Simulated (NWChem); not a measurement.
System: C$_{2}$H$_{5}$O, doublet; SMILES CC[O]

```xyz
8

C      0.2314    -1.1832     0.0005
C     -0.4603     0.1805    -0.0001
O      0.3206     1.2748    -0.0004
H     -0.5050    -2.0127     0.0039
H      0.8739    -1.2894    -0.8965
H      0.8792    -1.2862     0.8941
H     -1.1905     0.2682     0.8636
H     -1.1975     0.2657    -0.8577
```
Atoms are numbered in this order, from 1.

All runs: NWChem. Spin-unrestricted. The geometry was optimised at PBE-D3(BJ)/def2-SVP, spin-unrestricted. No stability test was run on the SCF state. Principal shifts from the free-electron g value, in parts per thousand; spin-orbit coupling by linear response on scalar ZORA.

### Question
Predict the results for BP86/x2c-SVPall, ZORA. Quantities: Δg1 (ppt); Δg2 (ppt); Δg3 (ppt); isotropic Δg (ppt).

### Answer
The Δg1 (ppt) is -0.06. The Δg2 (ppt) is 6.08 and the Δg3 (ppt) is 37.55. The isotropic Δg (ppt) is 14.52.
